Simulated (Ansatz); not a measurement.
MgF₂. Charge 0, multiplicity 3. Geometry PBE-D4/def2-TZVP, that of the charge +1 doublet; atoms count from 1.

```xyz
3

Mg    0.850   -0.395    0.281
F    -0.375   -0.364   -1.081
F    -0.475    0.759    0.800
```

At PBE0-D4/def2-TZVP a singlet of charge 0 lies 2.15 eV below the triplet at the same geometry. The structure comes from a short search, and lower isomers may exist.

(1) Estimate the Mulliken populations from the PBE0/def2-TZVP orbitals of Ansatz.

(2) Where does the spin sit?

(3) And the Mayer bond orders between bonded heavy atoms (over 0.3)?

## Answers

(1) 
```json
{"atom": "Mg1", "charge (e)": "0.54", "spin (α − β)": "0.97"}
{"atom": "F2", "charge (e)": "-0.27", "spin (α − β)": "0.51"}
{"atom": "F3", "charge (e)": "-0.27", "spin (α − β)": "0.51"}
```
Mulliken values and Mayer orders depend strongly on the basis.

(2) Summed by element: Mg 0.97, F 1.03, of 2 unpaired in all. Largest on single atoms: Mg1 0.97, F3 0.51, F2 0.51.

(3) Mg1–F2 0.40 (1.83 Å); Mg1–F3 0.40 (1.83 Å). Values over 0.3 also appear between atoms too far apart for a bond (F2–F3 0.44 at 2.19 Å); they arise where an orbital or an unpaired electron spreads over both atoms.
